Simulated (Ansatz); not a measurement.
Input for Ansatz (development build ahead of 0.2.0):

```yaml
crystal:
  periodic: [false, false, false]
  atoms:
    - { symbol: P, position_ang: [0.59931, -0.87664, 0.02277] }
    - { symbol: P, position_ang: [1.57122, -4.54967, 5.10012] }
basis:
  gaussian: { orbitals: cc-pVDZ }
magnetization:
  spin_polarized: true
hamiltonian:
  xc: hf
correlation:
  method: ccsd_t
  frozen_orbitals: { P: 5 }
```

The input is written out in the form of the current development build from the run's settings.

Results

* Converged: yes
* Reference energy: -681.41810 hartree
* CCSD correlation energy: -0.16256 hartree
* Triples correction: -0.00203 hartree
* Total energy: -681.58269 hartree
* T1 diagnostic: 0.003
* Largest doubles amplitude: 0.06
